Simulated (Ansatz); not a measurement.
# CH₂BCl (SMILES C=BCl): single points off equilibrium

One table from this session's results is given with a row withheld; the runs are named, their logs left out.

Computed with Ansatz 0.2.0, Gaussian basis. Level: single points in def2-TZVPP.

Cores are frozen in the correlated methods.

**The starting structure**

SMILES `C=BCl`, 5 atoms, charge 0, spin multiplicity 1.

Atoms are counted from 1 here; the program's logs count them from 0.

Bond lengths: C1–B2 1.408 Å, C1–H4 1.052 Å, C1–H5 1.097 Å, B2–Cl3 1.705 Å. Angles: B2–C1–H4 122.6°, B2–C1–H5 120.6°, H4–C1–H5 116.8°, C1–B2–Cl3 177.6°.

Coordinates:

```xyz
5
CH2BCl
C    -0.4881   -0.4257    0.2087
B     0.4769    0.4405   -0.3404
Cl    1.6962    1.4509   -0.9732
H    -1.3487   -0.7221   -0.3191
H    -0.3443   -0.8627    1.2044
```

Set-up of the first run:

File run/in.yaml:

```yaml
crystal:
  periodic: [false, false, false]
  atoms:
    - {symbol: C, position_ang: [-0.488100, -0.425700, 0.208700]}
    - {symbol: B, position_ang: [0.476900, 0.440500, -0.340400]}
    - {symbol: Cl, position_ang: [1.696200, 1.450900, -0.973200]}
    - {symbol: H, position_ang: [-1.348700, -0.722100, -0.319100]}
    - {symbol: H, position_ang: [-0.344300, -0.862700, 1.204400]}
basis:
  gaussian: {orbitals: def2-TZVPP}
correlation: {method: ccsd_t}
output: {forces: true}
```

No record of the launch command was kept for these runs.

Among the steps run: CCSD(T)/def2-TZVPP; PBE0-D4/def2-TZVPP; wB97M-V/def2-TZVPP; r2SCAN-D4/def2-TZVPP; PBE-D4/def2-TZVPP; HSE06-D4/def2-TZVPP; SPW92/def2-TZVPP.

One of the session's tables, all rows but one given; the rest of the session is left out.

```
   method  RMS force component (eV/Å)  angle to CCSD(T) forces (°)  dipole (D)
  CCSD(T)                       0.585                    reference        0.74
  PBE0-D4                       0.722                         11.9        0.75
  wB97M-V                       0.735                         15.5        0.83
r2SCAN-D4                       0.698                         11.0        0.75
   PBE-D4                       0.688                         10.4        0.75
 HSE06-D4                       0.719                         11.7        0.75
    SPW92                           ?                            ?           ?
```

Estimate the missing values for SPW92.

The run gave: RMS force component (eV/Å): 0.832; angle to CCSD(T) forces (°): 17.4; dipole (D): 0.74. In the column «RMS force component (eV/Å)» it is the highest.
